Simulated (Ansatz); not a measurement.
**One shape, several levels: C2HF (fluoroacetylene)**

Wanted: a comparison of 6 runs (CAM-B3LYP/STO-3G, PBE/STO-3G, PBE0/STO-3G, MP2/STO-3G, CCSDT/STO-3G, CCSD(T)/STO-3G) of C2HF (fluoroacetylene). 

Program for the calculation: Ansatz 0.2.0.

49 further runs of the same task are left out: 5 that didn't finish, 44 set aside as unsound or not needed.

## 1. Starting point

C2HF: 4 atoms, total charge 0, spin state singlet. As SMILES, `C#CF`. The H4–C1 distance was set to 1.594 Å, away from the relaxed value. At this shape a bond of the SMILES string is far longer than usual.

Bond lengths: C1–C2 1.192 Å, C2–F3 1.270 Å. Angles: C1–C2–F3 180.0°. A long bond or contact: C1–H4 1.594 Å.

## 2. A single-point energy at CAM-B3LYP/STO-3G (run 1)

File run.yaml:

```yaml
crystal:
  periodic: [false, false, false]
  atoms:
    - symbol: C
      position_ang: [-0.065103, 0.081261, -0.052363]
    - symbol: C
      position_ang: [0.599197, -0.752689, 0.481667]
    - symbol: F
      position_ang: [1.306527, -1.640859, 1.050157]
    - symbol: H
      position_ang: [-0.952830, 1.196740, -0.765890]
basis:
  gaussian:
    orbitals: STO-3G
hamiltonian:
  xc: {name: CAM-B3LYP}
accuracy: high
```

On the command line:

```sh
$ ansatz run run.yaml --threads 1 --pin off --max-ram 3480MiB --events-out events.jsonl --progress --plain --runs-dir runs
```

What it wrote:

```text
Warning: RAYON_NUM_THREADS=1 ignored (pool sized by the plan → 1); use --threads N
Functional definition: CAM-B3LYP
  name "CAM-B3LYP"
  parameter alpha = 0.19
  parameter beta = 0.46
  parameter omega = 0.33/bohr
  parameter ac = 0.81
  exchange = (1 - alpha - beta)*b88_x + beta*b88_x_sr(omega) + alpha*exact_x + beta*exact_x_lr(omega)
  correlation = (1 - ac)*vwn5_c + ac*lyp_c
270 factors; integrals over basis functions are off by at most 4.2e-8 eV
132 factors; integrals over basis functions are off by at most 7.4e-10 eV
mean field evaluation 1: about -4732.0827 eV, gradient 2.1e1 eV
mean field evaluation 2: about -4730.3887 eV, gradient 3.4e1 eV
mean field evaluation 4: about -4733.3896 eV, gradient 3.8e-1 eV
mean field evaluation 8: about -4733.2968 eV, gradient 1.8e-2 eV
mean field evaluation 16: about -4733.2968 eV, gradient 1.3e-8 eV
mean field -4733.29682490 eV, -173.9454499714 hartree, gradient 1.4e-8 eV, S^2 0.000000; 0 other end points of the search recorded, 0 dependent functions left out
reference -4733.29683540 eV, -173.9454503571 hartree; 11, 11 occupied and 5, 5 virtual orbitals, 270 factors
Total energy: -4733.29683540 eV, -173.9454503571 hartree
```

Wall time 1.2 s (1 thread of Intel Xeon Platinum 8259CL at 2.50GHz (Skylake/Cascade Lake), shared host).

## 3. The energy at PBE/STO-3G (run 2)

File molecule.yaml:

```yaml
crystal:
  periodic: [false, false, false]
  atoms:
    - symbol: C
      position_ang: [-0.065103, 0.081261, -0.052363]
    - symbol: C
      position_ang: [0.599197, -0.752689, 0.481667]
    - symbol: F
      position_ang: [1.306527, -1.640859, 1.050157]
    - symbol: H
      position_ang: [-0.952830, 1.196740, -0.765890]
basis:
  gaussian:
    orbitals: STO-3G
hamiltonian:
  xc: pbe
accuracy: high
```

On the command line:

```sh
$ ansatz run molecule.yaml --threads 1 --pin off --max-ram 3480MiB --events-out events.jsonl --progress --plain --runs-dir runs
```

What it wrote:

```text
Warning: RAYON_NUM_THREADS=1 ignored (pool sized by the plan → 1); use --threads N
Functional definition: PBE
  name "PBE"
  parameter kappa = 0.804
  parameter beta = 0.06672455060314922
  exchange = pbe_x(kappa = kappa, mu = beta*pi^2/3)
  correlation = pbe_c(beta = beta)
270 factors; integrals over basis functions are off by at most 4.2e-8 eV
mean field evaluation 1: about -4728.3481 eV, gradient 3.1e1 eV
mean field evaluation 2: about -4711.4103 eV, gradient 7.7e1 eV
mean field evaluation 4: about -4730.8464 eV, gradient 4.4e0 eV
mean field evaluation 8: about -4730.7817 eV, gradient 1.3e-1 eV
mean field evaluation 16: about -4730.7817 eV, gradient 1.3e-7 eV
mean field -4730.78171427 eV, -173.8530213604 hartree, gradient 5.7e-9 eV, S^2 0.000000; 0 other end points of the search recorded, 0 dependent functions left out
reference -4730.78171562 eV, -173.8530214102 hartree; 11, 11 occupied and 5, 5 virtual orbitals, 270 factors
Total energy: -4730.78171562 eV, -173.8530214102 hartree
```

Wall time 1.2 s (1 thread of Intel Xeon Platinum 8259CL at 2.50GHz (Skylake/Cascade Lake), shared host).

Runs 3 to 5 aren't shown in full; the table further down has their settings and results.

## 4. A single-point energy at CCSD(T)/STO-3G (run 6)

File input.yaml:

```yaml
crystal:
  periodic: [false, false, false]
  atoms:
    - symbol: C
      position_ang: [-0.065103, 0.081261, -0.052363]
    - symbol: C
      position_ang: [0.599197, -0.752689, 0.481667]
    - symbol: F
      position_ang: [1.306527, -1.640859, 1.050157]
    - symbol: H
      position_ang: [-0.952830, 1.196740, -0.765890]
basis:
  gaussian:
    orbitals: STO-3G
correlation:
  method: ccsd_t
  frozen_orbitals: {C: 1, F: 1, H: 0}
accuracy: high
scf:
  omitted_lower_state_checks: [cluster_reference, increment]
```

On the command line:

```sh
$ ansatz run input.yaml --threads 1 --pin off --max-ram 3480MiB --events-out events.jsonl --progress --plain --runs-dir runs
```

What it wrote:

```text
Warning: RAYON_NUM_THREADS=1 ignored (pool sized by the plan → 1); use --threads N
[... 11 lines left out ...]
3 core orbitals not correlated: weight in the atoms' cores, before any rotation towards them, 1.000 or more for the frozen orbitals, at most 0.000 for the correlated occupied ones
[... 25 lines left out ...]
Total energy: -4718.21199210 eV, -173.3910925908 hartree
Checks for a lower state left out: cluster_reference, increment
```

Wall time 0.18 s (1 thread of Intel Xeon Platinum 8259CL at 2.50GHz (Skylake/Cascade Lake), shared host).

## 5. All runs side by side

```tsv
run	level	frozen core orbitals	energy (Eh)	wall time
1	CAM-B3LYP/STO-3G	–	-173.945450	1.2 s
2	PBE/STO-3G	–	-173.853021	1.2 s
3	PBE0/STO-3G	–	-173.869295	0.83 s
4	MP2/STO-3G	3	-173.354965	0.12 s
5	CCSDT/STO-3G	3	-173.391319	0.38 s
6	CCSD(T)/STO-3G	3	-173.391093	0.18 s
```

## 6. Outcome

```
                                          quantity          value
                               run 6: total energy  -173.39109 Eh
run 6: correlation energy (3 core orbitals frozen)     -216.3 mEh
                             run 6: (T) correction      -4.07 mEh
                              run 6: T1 diagnostic          0.010
```

**Reading.** Totals of different functionals can't be ranked against each other. In runs 4, 5, 6 the log says that unrestricted orbitals would lower the reference, so the values rest on an unstable closed-shell determinant (other closed-shell runs at this shape may share the fault). In runs 1, 2, 3, 4, 5, 6 the basis is minimal, so the values are rough. All runs together took 3.9 s, the longest 1.2 s.
